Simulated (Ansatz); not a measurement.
Born–Oppenheimer molecular dynamics of C2H4OS (8 atoms, charge 0, multiplicity 1). It starts at the highest image of a converged band. Of that band: Neighbouring images differ by up to 1.5 eV, so the band resolves the path poorly. A vibrational analysis at the climbing image gives one clearly imaginary mode, 1595i cm⁻¹: a first-order saddle point.

Theory: RKS PBE0-D4/def2-SVP in Ansatz 0.2.0.

* ensemble: NVE (velocity Verlet)
* time step: 0.5 fs
* steps asked: 200
* starting velocities drawn for: 300 K
* seed: 11156

First frame:

```xyz
8
Properties=species:S:1:pos:R:3
O -1.143 0.605 0.749
C 0.218 0.571 0.487
C 0.743 -0.534 -0.355
S -0.441 -1.606 -0.985
H -1.618 0.497 -0.087
H 0.759 0.504 1.449
H 0.607 1.502 0.015
H 0.968 -1.597 -1.329
```

Q: How far do the bonds stretch over the last three quarters of this one trajectory? (Pairs bonded in most of those frames.)

A: 
| bond | mean (Å) | spread (Å) | shortest | longest |
| --- | --- | --- | --- | --- |
| O1–C2 | 1.382 | 0.048 | 1.30 | 1.47 |
| O1–H5 | 0.973 | 0.014 | 0.95 | 1.01 |
| C2–C3 | 1.503 | 0.069 | 1.38 | 1.63 |
| C2–H6 | 1.115 | 0.011 | 1.09 | 1.14 |
| C2–H7 | 1.116 | 0.027 | 1.07 | 1.17 |
| C3–S4 | 1.664 | 0.109 | 1.48 | 1.83 |

Mean temperature of the second half: 2203 K. The conserved energy wandered by up to 5.7 meV per atom (net 0.2 meV per atom), which is poor conservation. The system heated up, since it started high on the potential surface and ran downhill. A run of 0.1 ps of so small a system gives no equilibrium averages. The orbitals stay closed-shell, which can raise the energy where a bond breaks towards radicals; this wasn't checked here.

Run time: 9 min on 1 thread of Arm Neoverse V2 (shared host), peak memory 0.15 GiB.
